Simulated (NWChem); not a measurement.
Species: acetonitrile (C₂H₃N); SMILES CC#N

```xyz
6

C      0.0000     0.0000    -1.1625
C      0.0000     0.0000     0.2907
N      0.0000     0.0000     1.4476
H      1.0196     0.1555    -1.5430
H     -0.3751    -0.9607    -1.5430
H     -0.6445     0.8052    -1.5430
```
Atoms are numbered in this order, from 1.

Program: NWChem. Geometry: optimised at PBE0/def2-SVP. Solvent water, SMD (1 M gas to 1 M solution), gas-phase geometry.

```
level              basis functions  solvation free energy (kcal/mol)  cavity-dispersion-structure term (kcal/mol)  dipole in solution (D)  relative time
-----------------  ---------------  --------------------------------  -------------------------------------------  ----------------------  -------------
B3LYP/cc-pVDZ                   57                              -3.0                                          4.0                    4.82              1
B3LYP/aug-cc-pVDZ               96                              -4.2                                          4.0                    5.39              2
B3LYP/cc-pVTZ                  132                              -4.0                                          4.0                    5.21              3
B3LYP/aug-cc-pVTZ              207                              -4.2                                          4.0                    5.39              6
```

Times are rough ratios from one shared machine.
